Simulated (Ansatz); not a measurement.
For Se (model structure, started from the beta-Sn type, I4₁/amd, No. 141, 2 atoms in the cell), PBE in Ansatz (plane waves, PAW) gives:

```
Quantity              Result
-------------------  -------
lattice parameter a  5.754 Å
c axis length        2.739 Å
```

Q: What does r²SCAN (plane waves, PAW; Ansatz, a first-principles code) give for the same quantities?

A: 
- lattice constant a: 5.742 Å (decreases by 0.2 %)
- lattice parameter c: 2.718 Å (drops by 0.8 %)

Changes are worked out from the printed values.

Unless a cell is named, each level is at its own relaxed cell (PBE 22.67, r²SCAN 22.40 Å³/atom).

Ansatz's density-functional and Hartree–Fock values are scalar-relativistic unless marked +SOC, with PAW data made under PBE.

A model structure was made by putting elements into a prototype or built by hand; it is no filed structure, need not be a known phase, and can be a saddle point held by its symmetry.
